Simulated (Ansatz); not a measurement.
**H₃O₂−: energies up the ladder**

The task, for H₃O₂−: energies up the ladder. Charge -1.

Program: Ansatz 0.2.0. Level of theory: the levels named in each step. These are calculated values, not measurements.

## 1. Starting point

Bond lengths: O1–H3 0.960 Å, O2–H5 0.960 Å.

As a file:

```xyz
5

O     0.4825    0.0547   -1.1405
O    -0.5157   -0.0469    1.1262
H     1.0030    0.8558   -1.0499
H    -0.0415    0.0097   -0.0177
H    -0.4338   -0.9881    1.2946
```

## 2. A rough first relaxation, PBE-D4/def2-SVPD

The input, input.yaml:

```yaml
crystal:
  periodic: [false, false, false]
  atoms:
    - { symbol: O, position_ang: [0.48246, 0.05466, -1.1405] }
    - { symbol: O, position_ang: [-0.51571, -0.04693, 1.1262] }
    - { symbol: H, position_ang: [1.00302, 0.85576, -1.04986] }
    - { symbol: H, position_ang: [-0.04149, 0.00972, -0.01768] }
    - { symbol: H, position_ang: [-0.43378, -0.98815, 1.2946] }
total_charge: -1
basis:
  gaussian: { orbitals: def2-SVPD }
hamiltonian:
  xc: pbe
  dispersion: d4
relax:
  f_tol: 0.03
  max_steps: 200
```

Command:

```sh
ansatz run input.yaml --threads 4 --pin off --max-ram 10240MiB --backend cpu --events-out ev --progress --plain --runs-dir out
```

Further steps of the session: Relaxation, PBE0-D4/def2-TZVPPD; Frequencies, PBE0-D4/def2-TZVPPD; Single point, PBE-D4/def2-TZVPPD; Single point, r2SCAN-D4/def2-TZVPPD; Single point, B3LYP-D4/def2-TZVPPD; Single point, wB97M-V/def2-TZVPPD; Single point, B2PLYP/def2-TZVPPD; Single point, LDA/def2-TZVPPD; Single point, PBE0-D4/def2-SVPD; Single point, PBE-D4/def2-SVPD; Single point, CCSD(T)/def2-TZVPPD; Single point, CCSD(T)/def2-QZVPPD; The cation of multiplicity 2 at the same geometry, PBE0-D4/def2-TZVPPD; The cation of multiplicity 2 at the same geometry, PBE-D4/def2-TZVPPD; The cation of multiplicity 2 at the same geometry, r2SCAN-D4/def2-TZVPPD; The cation of multiplicity 2 at the same geometry, B3LYP-D4/def2-TZVPPD; The cation of multiplicity 2 at the same geometry, wB97M-V/def2-TZVPPD; The cation of multiplicity 2 at the same geometry, B2PLYP/def2-TZVPPD; The cation of multiplicity 2 at the same geometry, CCSD(T)/def2-TZVPPD; The cation of multiplicity 2 at the same geometry, CCSD(T)/def2-QZVPPD.

**Question.** What will these runs give? Wanted: O1–H3 at PBE0-D4/def2-TZVPPD; O2–H5 at PBE0-D4/def2-TZVPPD; frequencies at PBE0-D4/def2-TZVPPD; vertical ionisation energy, CCSD(T)/CBS.

**Answer**, as computed:

| quantity | value |
| --- | --- |
| O1–H3 at PBE0-D4/def2-TZVPPD | 0.958 Å |
| O2–H5 at PBE0-D4/def2-TZVPPD | 0.958 Å |
| frequencies at PBE0-D4/def2-TZVPPD | 89 to 3897 cm⁻¹ |
| vertical ionisation energy, CCSD(T)/CBS | 3.639 eV |

In words: No mode is imaginary, so the geometry is a minimum. For the vertical ionisation energy, CCSD(T)/def2-QZVPPD comes nearest to CCSD(T)/CBS (-0.06 eV) and r2SCAN-D4/def2-TZVPPD is farthest (-0.53 eV). <S²> exceeds the pure value by up to 0.08: some mean fields break spin symmetry, which blurs their results.
